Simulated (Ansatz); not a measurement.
System: SiH2, charge 0, multiplicity 3. This is an excited triplet: at this geometry the singlet lies 0.46 eV lower at CCSD(T)/CBS(aug-cc-pV(T+d)Z,aug-cc-pV(Q+d)Z). 
Geometry from a B3LYP-D3(BJ)/def2-TZVP (Ansatz, a first-principles code) optimisation:
```xyz
3

Si     0.0022    -0.0010     0.0949
H      0.0026     1.2826    -0.6513
H     -0.0339    -1.2684    -0.6777
```
Charge 0, spin multiplicity 3.

Parts of the frozen-core correlation energy in cc-pV(D+d)Z (Ansatz, hartree). Frozen orbitals: 5; correlated occupied orbitals by spin: 4 and 2; virtual: 24 and 26. Open shells are spin-unrestricted. Spin-orbit coupling is left out. No relativistic terms.

| term | value |
|---|---|
| reference (HF) | -290.01477 |
| MP2 opposite-spin | ? |
| MP2 same-spin | -0.01256 |
| CCSD correlation | ? |
| (T) | ? |
| CCSDT minus CCSD(T) | -0.00062 |
| CCSDT(Q) minus CCSD(T) | -0.00066 |
| T1 diagnostic | 0.015 |
| largest doubles amplitude | 0.044 |
| <S^2> of the reference | 2.006 |

### Question
Complete the blanks.

### Answer

- MP2 opposite-spin, value: -0.05992
- CCSD correlation, value: -0.09471
- (T), value: -0.00191
